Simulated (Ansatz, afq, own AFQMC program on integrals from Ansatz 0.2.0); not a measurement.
## Where AFQMC and coupled cluster stand for SiGeH, doublet

```xyz
3

Si    0.0000   -0.0368    1.6490
Ge    0.0000   -0.0037   -0.6463
H     0.0000    1.2915    0.6314
```

Connectivity, by distances: Si–Ge, 1 bridging H.

Basis aug-cc-pVDZ. Only valence electrons are correlated. AFQMC by an in-house program on the Cholesky factors that Ansatz 0.2.0 writes for its CCSD(T) run. ph-AFQMC/CISD is guided by a CISD state made of CCSD amplitudes; releasing the constraint for a short imaginary time cuts its bias at the price of noise, slowly where states lie close. Error bars are statistical, one sigma. No spin–orbit coupling.

Determinant: UHF, the one that the program's search chose, which needn't be the lowest solution. The geometry is a PBE0/def2-TZVP stationary point of this or a neighbouring charge and spin state.

No full CI on the walks' own integrals is used here; CCSDT(Q) serves as the reference and is uncertain by about the last step of the cluster series.

Cautions: no relativity below Rb; no spin-orbit coupling; inner d shell frozen; the released energies are still falling, so no released level is given (meV from the phaseless value at times in 1/Eh: -8 ± 4 at 0.24, -12 ± 3 at 0.51, -16.7 ± 2.5 at 0.99, -27 ± 7 at 1.62, -31 ± 6 at 2.40), though the last usable value meets CCSDT(Q) within the noise.

* T1 diagnostic: 0.0173
* weight of the determinant in the CISD state: 0.854
* ⟨S²⟩ of the determinant: 0.760
* size of the correlated space: 9 electrons in 53 orbitals

Reference: CCSDT(Q), correlation energy -5.438 eV.

```csv
level,E − E(reference) (kcal/mol),share of correlation (%)
HF,125.39,0.00
MP2,27.19,78.31
CCSD,7.07,94.36
CCSD(T),1.35,98.92
CCSDT,0.44,99.65
ph-AFQMC/HF,1.83 ± 0.54,98.54
ph-AFQMC/CISD,0.64 ± 0.10,99.49
```

A walk keeps the symmetry of its determinant, which the program's search chose and which needn't be the lowest solution, so a lower state of the same spin and another symmetry isn't excluded.
